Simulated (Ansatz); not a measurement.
**AlH4 (doublet): from Hartree-Fock to the top rungs at distance Al1–H4 along a hydrogen transfer = 1.883 Å, 6-31G**

Aim: climb from Hartree-Fock through coupled cluster and multireference methods for AlH4 (doublet) at one geometry and basis, and see what each rung misses.

Method: 6-31G, core rule «outside noble gas», up to 5 orbitals frozen; program: Ansatz 0.2.0, Gaussian basis.

Plan: UHF; CCSD(T) on ROHF; CCSD(T) on UHF; BCCD(T) on ROHF; CISD; CCSDT(Q) on ROHF; CCSDT(Q) on UHF; CISDTQ; CCSDTQ on ROHF; CCSDTQ on UHF; CASSCF and MRCISD+Q, 3 electrons in 3 orbitals; CASSCF and NEVPT2, 3 electrons in 3 orbitals; CASSCF and MRCISD+Q, 7 electrons in 8 orbitals; CASSCF and NEVPT2, 7 electrons in 8 orbitals; Full CI.

6 further runs of the same task are left out: 1 for a mislabelled method, 4 that didn't finish, 1 set aside as unsound or not needed.

## (1) The system

The geometry derives from fragments relaxed apart (PBE0/def2-TZVP) and kept rigid, so it is no stationary point. A hydrogen atom is moved between rigid fragments.

5 atoms, charge 0, spin multiplicity 2.

Atoms are counted from 1 here; the program's logs count them from 0.

Bond lengths: Al1–H2 1.586 Å, Al1–H3 1.586 Å, Al1–H4 1.883 Å. Angles: H2–Al1–H3 120.0°, H2–Al1–H4 120.0°, H3–Al1–H4 120.0°.

## (2) UHF

Input file in.yaml:

```yaml
crystal:
  periodic: [false, false, false]
  atoms:
    - {symbol: Al, position_ang: [-0.107938, 0.000000, 0.000000]}
    - {symbol: H, position_ang: [-0.900862, 1.373384, 0.000000]}
    - {symbol: H, position_ang: [-0.900862, -1.373384, 0.000000]}
    - {symbol: H, position_ang: [1.775062, 0.000000, 0.000000]}
    - {symbol: H, position_ang: [2.916062, 0.000000, 0.000000]}
basis:
  gaussian: {orbitals: 6-31G}
magnetization: {spin_polarized: true, initial_magnetization: 1}
hamiltonian: {xc: hf}
output: {orbitals: {seedname: orbitals}}
```

Started as:

```sh
> ansatz run in.yaml --threads 1 --pin off --events-out ev --progress --plain --max-ram 2393MiB
```

Further steps of the session: CCSD(T) on ROHF; CCSD(T) on UHF; BCCD(T) on ROHF; CISD; CCSDT(Q) on ROHF; CCSDT(Q) on UHF; CISDTQ; CCSDTQ on ROHF; CCSDTQ on UHF; CASSCF and MRCISD+Q, 3 electrons in 3 orbitals; CASSCF and NEVPT2, 3 electrons in 3 orbitals; CASSCF and MRCISD+Q, 7 electrons in 8 orbitals; CASSCF and NEVPT2, 7 electrons in 8 orbitals; Full CI.

**Question.** What will the summary of the whole plan be? Wanted: FCI below the RHF energy; RMP2 from FCI; UMP2 from FCI; RCCSD from FCI; RCCSD(T) from FCI; UCCSD(T) from FCI; RCCSDT(Q) from FCI; UCCSDT(Q) from FCI; NEVPT2 pair from FCI.

As calculated:

```
                         quantity                                                                                                                                                       value
         FCI below the RHF energy                                                                                                                                                  -2.1125 eV
                    RMP2 from FCI                                                                                                                                                  +695.7 meV
                    UMP2 from FCI                                                                                                                                                  +660.9 meV
                   RCCSD from FCI                                                                                                                                                   +39.3 meV
                RCCSD(T) from FCI                                                                                                                                                   +14.4 meV
                UCCSD(T) from FCI                                                                                                                                                   +14.1 meV
               RCCSDT(Q) from FCI                                                                                                                                                    +0.6 meV
               UCCSDT(Q) from FCI                                                                                                                                                    +0.5 meV
             NEVPT2 pair from FCI                                                                                                                                                  +442.1 meV
           MRCISD+Q pair from FCI                                                                                                                                                    -0.2 meV
          NEVPT2 valence from FCI                                                                                                                                                  +135.3 meV
levels within 1 kcal/mol (43 meV)  RCCSD, UCCSD, RCCSD(T), UCCSD(T), BCCD(T), RCCSDT, UCCSDT, CISDTQ, RCCSDT(Q), UCCSDT(Q), RCCSDTQ, UCCSDTQ, MRCISD+Q pair, MRCISD valence, MRCISD+Q valence
                    T1 diagnostic                                                                                                                                                       0.036
   effectively unpaired electrons                                                                                                                                                        1.03
```

What this shows: RCCSD(T) lands +14.4 meV from the yardstick (0.7 % of the correlation energy). One determinant dominates. Of the multireference levels listed MRCISD+Q pair comes nearest in total energy (-0.2 meV), which doesn't show that its space is the better one. These misses are within one basis, not against nature; the frozen cores of restricted and unrestricted runs differ, which can shift their rows.
